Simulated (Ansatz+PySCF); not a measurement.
The numbers below are computed, except where a source is named.
**Several solutions for singlet PN**

```yaml
atoms:
  - { symbol: P, position_ang: [0.0000, 0.0000, -0.5115] }
  - { symbol: N, position_ang: [0.0000, 0.0000, 1.0962] }
```

Basis set: def2-SVP (spherical functions). Charge 0, multiplicity 1.

UHF was run from several starts with Ansatz (development build ahead of 0.2.0) and PySCF 2.14.0.

```json
{"run": "A", "program": "PySCF", "start": "guess 1e, instabilities followed", "converged": "yes", "energy (hartree)": "-394.99537", "<S²>": "1.19"}
{"run": "B", "program": "Ansatz", "start": "search for the lowest state", "converged": "yes", "energy (hartree)": "-394.99537", "<S²>": "1.19"}
{"run": "C", "program": "Ansatz", "start": "stability test followed", "converged": "yes", "energy (hartree)": "-394.99537", "<S²>": "1.19"}
{"run": "D", "program": "PySCF", "start": "guess minao, instabilities followed", "converged": "yes", "energy (hartree)": "-394.99537", "<S²>": "1.19"}
{"run": "E", "program": "PySCF", "start": "guess huckel, instabilities followed", "converged": "yes", "energy (hartree)": "-394.99537", "<S²>": "1.19"}
{"run": "F", "program": "PySCF", "start": "program defaults", "converged": "yes", "energy (hartree)": "-394.95604", "<S²>": "0.00"}
{"run": "G", "program": "PySCF", "start": "guess atom, instabilities followed", "converged": "yes", "energy (hartree)": "-394.99537", "<S²>": "1.19"}
{"run": "H", "program": "Ansatz", "start": "atomic start, no search", "converged": "yes", "energy (hartree)": "-394.95604", "<S²>": "0.00"}
```

Problem. Which runs reached the lowest solution of this kind, and what is wrong with the others?

Solution. A, B, C, D, E, G reached the lowest solution found. Converged but too high: F by 1.07 eV, H by 1.07 eV. Convergence only shows a stationary point, and even a stable one can lie too high; stability tests and further starts are what find lower ones. Caution: the unrestricted determinant is a mixture of spin states.
